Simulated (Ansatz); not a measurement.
Ta (bcc, W type): values from a third-order Birch-Murnaghan fit to a volume scan beside measured ones. Computed values: PBEsol (plane waves to 420 eV, PAW, scalar-relativistic; Ansatz, a quantum-chemistry and plane-wave program). Spin-orbit coupling is left out, though Ta is heavy. Ta is run without spin polarisation. Ta was relaxed with its symmetry unable to fall.

```tsv
quantity	reference	kind
Lattice constant a (Å)	3.299	measured, corrected to the static lattice
Bulk modulus B₀ (GPa)	198	measured, corrected to the static lattice
```

References as given in: Daniel Mejia-Rodriguez, S. B. Trickey, Physical Review B (2018), arXiv:1807.09216; H. Levämäki, M. P. J. Punkkinen, K. Kokko et al., Physical Review B (2014), arXiv:1402.3671.

Problem. What does PBEsol give, and how far is that from the reference?

Solution. 
| quantity | PBEsol | difference |
|---|---|---|
| Lattice constant a (Å) | 3.281 | -0.6 % |
| Bulk modulus B₀ (GPa) | 207 | +4.7 % |

PBEsol underestimates the lattice constant a by 0.6 %. For the bulk modulus B₀ it lies within 5 % of the reference.

(A scan under strain: stresses follow from slopes of the energy per volume, elastic moduli from its curvatures.)
